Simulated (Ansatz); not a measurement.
Born–Oppenheimer molecular dynamics of C$_{2}$H$_{2}$B (5 atoms, charge 0, multiplicity 2). It starts from a relaxed structure.

Theory: UKS B3LYP/def2-SVP in Ansatz.

```
ensemble                      : NVE (velocity Verlet)
time step                     : 0.5 fs
steps asked                   : 250
starting velocities drawn for : 3000 K
seed                          : 716616
```

First frame:

```xyz
5
Properties=species:S:1:pos:R:3
B -2.117 -0.193 -0.092
C -0.754 -0.069 -0.033
C 0.566 0.052 0.025
H 1.232 -0.818 0.138
H 1.072 1.028 -0.038
```

Problem. What does the run give?

Solution. The run went to its last step.

```json
{"steps done": "250", "time covered": "125 fs", "mean temperature over the second half": "1468 K", "spread of the potential energy over the second half": "43.7 meV per atom", "mean potential energy of the second half above the start": "120.3 meV per atom"}
```

The conserved energy stayed within 3.4 meV per atom of its start (net change 3 meV per atom), so the integration is sound. Over the second half the temperature averaged 0.49 of the 3000 K drawn at the start: a run that starts near a minimum puts about half its kinetic energy into the potential. A run of 0.12 ps of so small a system gives no equilibrium averages.

Problem. What happens to the structure?

Solution. The same pairs are bonded in the first frame and the last. Pairs count as bonded within 1.25 times the sum of covalent radii (0.12 Å more for H–H). Another seed would give other details.

Problem. How do temperature and energy run in time?

Solution. 
```json
{"time (fs)": "0", "T (K)": "3000", "potential energy less start (eV)": "0.000", "conserved less start (meV/atom)": "0.00"}
{"time (fs)": "6", "T (K)": "1339", "potential energy less start (eV)": "0.652", "conserved less start (meV/atom)": "1.68"}
{"time (fs)": "12", "T (K)": "2214", "potential energy less start (eV)": "0.306", "conserved less start (meV/atom)": "0.24"}
{"time (fs)": "18", "T (K)": "2067", "potential energy less start (eV)": "0.368", "conserved less start (meV/atom)": "1.28"}
{"time (fs)": "24", "T (K)": "1371", "potential energy less start (eV)": "0.641", "conserved less start (meV/atom)": "1.87"}
{"time (fs)": "30", "T (K)": "1290", "potential energy less start (eV)": "0.670", "conserved less start (meV/atom)": "1.41"}
{"time (fs)": "36", "T (K)": "2100", "potential energy less start (eV)": "0.358", "conserved less start (meV/atom)": "1.75"}
{"time (fs)": "42", "T (K)": "958", "potential energy less start (eV)": "0.800", "conserved less start (meV/atom)": "1.59"}
{"time (fs)": "48", "T (K)": "1842", "potential energy less start (eV)": "0.453", "conserved less start (meV/atom)": "0.82"}
{"time (fs)": "54", "T (K)": "1319", "potential energy less start (eV)": "0.664", "conserved less start (meV/atom)": "2.33"}
{"time (fs)": "60", "T (K)": "1763", "potential energy less start (eV)": "0.482", "conserved less start (meV/atom)": "0.54"}
{"time (fs)": "66", "T (K)": "1869", "potential energy less start (eV)": "0.446", "conserved less start (meV/atom)": "1.39"}
{"time (fs)": "72", "T (K)": "1644", "potential energy less start (eV)": "0.533", "conserved less start (meV/atom)": "1.47"}
{"time (fs)": "78", "T (K)": "1995", "potential energy less start (eV)": "0.392", "conserved less start (meV/atom)": "0.44"}
{"time (fs)": "84", "T (K)": "1976", "potential energy less start (eV)": "0.404", "conserved less start (meV/atom)": "1.50"}
{"time (fs)": "90", "T (K)": "1334", "potential energy less start (eV)": "0.650", "conserved less start (meV/atom)": "0.85"}
{"time (fs)": "96", "T (K)": "1246", "potential energy less start (eV)": "0.690", "conserved less start (meV/atom)": "2.07"}
{"time (fs)": "102", "T (K)": "1485", "potential energy less start (eV)": "0.599", "conserved less start (meV/atom)": "2.30"}
{"time (fs)": "108", "T (K)": "363", "potential energy less start (eV)": "1.035", "conserved less start (meV/atom)": "2.49"}
{"time (fs)": "114", "T (K)": "738", "potential energy less start (eV)": "0.893", "conserved less start (meV/atom)": "3.28"}
{"time (fs)": "120", "T (K)": "1334", "potential energy less start (eV)": "0.654", "conserved less start (meV/atom)": "1.59"}
```

The run took 4.7 min on 1 thread of Intel(R) Xeon(R) 6975P-C (Granite Rapids), on a shared host, peak memory 0.13 GiB.
